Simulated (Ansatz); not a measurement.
# MgNaH (singlet): wave-function methods side by side at distance Mg2–H3 = 1.427 Å, cc-pVTZ

An exercise on one series of results from a longer session: the logs are not shown, and one member is left open.

The runs use Ansatz 0.2.0, Gaussian basis; cc-pVTZ, core rule «outside noble gas», up to 10 orbitals frozen.

To be run: UHF; CCSD(T) on RHF; BCCD(T) on RHF; CCSDT(Q) on RHF; Full CI.

42 further runs of the same task are left out: 22 for a known fault of the program, 13 that didn't finish, 7 set aside as unsound or not needed.

**What is computed**

The geometry derives from a PBE0/def2-TZVP stationary point (not a proven minimum). One bond is set to the value named and the two fragments are kept rigid.

3 atoms, charge 0, spin multiplicity 1.

Atoms are counted from 1 here; the program's logs count them from 0.

Bond lengths: Na1–Mg2 3.016 Å, Mg2–H3 1.427 Å. Angles: Na1–Mg2–H3 180.0°.

Set-up of the first run:

The input, in.yaml:

```yaml
crystal:
  periodic: [false, false, false]
  atoms:
    - {symbol: Na, position_ang: [0.000000, 0.000000, 2.486400]}
    - {symbol: Mg, position_ang: [0.000000, 0.000000, -0.529700]}
    - {symbol: H, position_ang: [0.000000, 0.000000, -1.956700]}
basis:
  gaussian: {orbitals: cc-pVTZ}
magnetization: {spin_polarized: true, initial_magnetization: 0}
hamiltonian: {xc: hf}
output: {orbitals: {seedname: orbitals}}
```

Launch:

```console
ansatz run in.yaml --threads 1 --pin off --events-out ev --progress --plain --max-ram 2393MiB
```

Steps of the session up to this table: UHF; CCSD(T) on RHF; BCCD(T) on RHF; CCSDT(Q) on RHF; Full CI.

One table of the session follows, with a row left open; its other results are not shown here.

```
   method  from FCI (kcal/mol)
      RHF               +45.37
     RMP2               +11.55
    RCCSD                    ?
 RCCSD(T)                +0.19
  BCCD(T)                +0.18
   RCCSDT                +0.03
RCCSDT(Q)                 0.00
      FCI                    0
```

Q: Estimate the row for RCCSD from the others.

The run gave: from FCI (kcal/mol): +0.76. In the column «from FCI (kcal/mol)» it lies between RCCSD(T) (+0.19) and RMP2 (+11.55).
